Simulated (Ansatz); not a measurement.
Two shapes of singlet C4H10.

Shape 1:

```xyz
14

C     0.0000    0.0000    0.0000
C     0.0000    0.8556    1.2684
C     0.0000    0.0000    2.5368
C     0.0000    0.8556    3.8053
H     0.0000    0.6484   -0.8762
H     0.8898   -0.6294   -0.0144
H    -0.8898   -0.6294   -0.0144
H    -0.8818    1.4963    1.2684
H     0.8818    1.4963    1.2684
H     0.8818   -0.6407    2.5368
H    -0.8818   -0.6407    2.5368
H     0.0000    0.2072    4.6815
H     0.8898    1.4849    3.8197
H    -0.8898    1.4849    3.8197
```

Shape 2:

```xyz
14

C     0.0000   -0.4221   -1.9088
C     0.0000    0.4150   -0.6391
C     0.0000   -0.4150    0.6391
C     0.0000    0.4221    1.9088
H     0.0000    0.2073   -2.8119
H     0.8875   -1.0738   -1.9587
H    -0.8875   -1.0738   -1.9587
H    -0.8798    1.0835   -0.6354
H     0.8798    1.0835   -0.6354
H     0.8798   -1.0835    0.6354
H    -0.8798   -1.0835    0.6354
H     0.0000   -0.2073    2.8119
H     0.8875    1.0738    1.9587
H    -0.8875    1.0738    1.9587
```

Basis set: cc-pVDZ (spherical functions). Left uncorrelated: 4 orbitals. Charge 0, multiplicity 1.

Computed with Ansatz (development build ahead of 0.2.0); each method stands on the lowest determinant of its kind that the runs found.

(1) Which shape is lower in energy, and by how much in each method?

Results:

(1)

```
 method  E(2) − E(1) (eV)
    RHF            -0.019
RHF-MP2            -0.055
```

Shape 2 is lower.
